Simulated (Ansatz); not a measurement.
fcc Ag

These are LDA (plane waves, PAW; Ansatz, an electronic-structure program) values and carry that method's errors.

Run with plane-wave cutoff 500 eV, 14×20×1 k mesh (along the axes of the cell as run), Fermi–Dirac smearing 0.1 eV, scalar-relativistic PAW data made under PBE.

Cell: relaxed at this level.

- surface energy of the (110) face = 1.38 J/m²
- work function of the (110) face = 4.63 eV

The slab of 12 atoms is relaxed and unreconstructed.

Computed values are for the static lattice.

The result took about 27 core-minutes (a rough figure).
